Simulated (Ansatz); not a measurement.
Coupled-cluster run, `CC(O)CN`.

```yaml
crystal:
  periodic: [false, false, false]
  atoms:
    - {symbol: C, position_ang: [-1.718765, 0.317726, 0.512547]}
    - {symbol: C, position_ang: [-0.334776, 0.537408, -0.047667]}
    - {symbol: O, position_ang: [0.364832, 1.417912, 0.799077]}
    - {symbol: C, position_ang: [0.448756, -0.760485, -0.181435]}
    - {symbol: N, position_ang: [1.818585, -0.447237, -0.566473]}
    - {symbol: H, position_ang: [-2.303255, -0.338874, -0.136714]}
    - {symbol: H, position_ang: [-2.245420, 1.268858, 0.604243]}
    - {symbol: H, position_ang: [-1.656175, -0.133369, 1.506012]}
    - {symbol: H, position_ang: [-0.424911, 0.984232, -1.054541]}
    - {symbol: H, position_ang: [1.299549, 1.263521, 0.594586]}
    - {symbol: H, position_ang: [0.475915, -1.244250, 0.799840]}
    - {symbol: H, position_ang: [-0.069135, -1.438976, -0.873952]}
    - {symbol: H, position_ang: [2.447909, -1.212833, -0.370813]}
    - {symbol: H, position_ang: [1.883792, -0.242732, -1.555809]}
basis:
  gaussian: {orbitals: def2-TZVPP}
correlation: {method: ccsd_t}
output: {orbitals: {seedname: orbitals}}
```

```sh
$ ansatz run in.yaml --threads 4 --pin off --events-out ev --progress --plain --max-ram 10444MiB
```

The program prints (abridged):

```
Functional definition: HF
1657 factors; integrals over basis functions are off by at most 1.2e-3 eV
mean field evaluation 1: about -6750.4243 eV, gradient 4.5e1 eV
mean field evaluation 2: about -6750.6693 eV, gradient 4.5e1 eV
mean field evaluation 4: about -6755.2235 eV, gradient 4.6e0 eV
mean field evaluation 8: about -6755.2887 eV, gradient 2.8e-1 eV
mean field -6755.28903905 eV, -248.2522932857 hartree, gradient 2.0e-6 eV, S^2 0.000000; 0 other end points of the search recorded, 0 dependent functions left out
5 core orbitals not correlated: weight in the atoms' cores, before any rotation towards them, 1.000 or more for the frozen orbitals, at most 0.000 for the correlated occupied ones
reference -6755.28903905 eV, -248.2522932857 hartree; 16, 16 occupied and 260, 260 virtual orbitals, 1657 factors
second order -26.82434778 eV of doubles, -0.00000000 eV of singles
cycle   1  -27.25537189 eV  change   -4.3e-1 eV  update   9.6e-2
cycle   2  -27.84843318 eV  change   -5.9e-1 eV  update   2.7e-2
cycle   3  -27.96210414 eV  change   -1.1e-1 eV  update   1.2e-2
cycle   4  -27.95563262 eV  change    6.5e-3 eV  update   2.7e-3
cycle   5  -27.95558052 eV  change    5.2e-5 eV  update   1.2e-3
cycle   6  -27.95618622 eV  change   -6.1e-4 eV  update   3.7e-4
cycle   7  -27.95604564 eV  change    1.4e-4 eV  update   1.6e-4
cycle   8  -27.95598310 eV  change    6.3e-5 eV  update   4.8e-5
cycle   9  -27.95598259 eV  change    5.1e-7 eV  update   1.8e-5
perturbative correction -1.06427463 eV, -0.0391113711 hartree
Total energy: -6784.30929627 eV, -249.3187680678 hartree
```

It took 88 s on 4 threads of an AMD EPYC 9R45 on a shared host, with 8.8 GiB of host memory at the peak.

The correlation energy is -29.020 eV, 3.7 % of it from (T); the T1 diagnostic reads 0.0097.
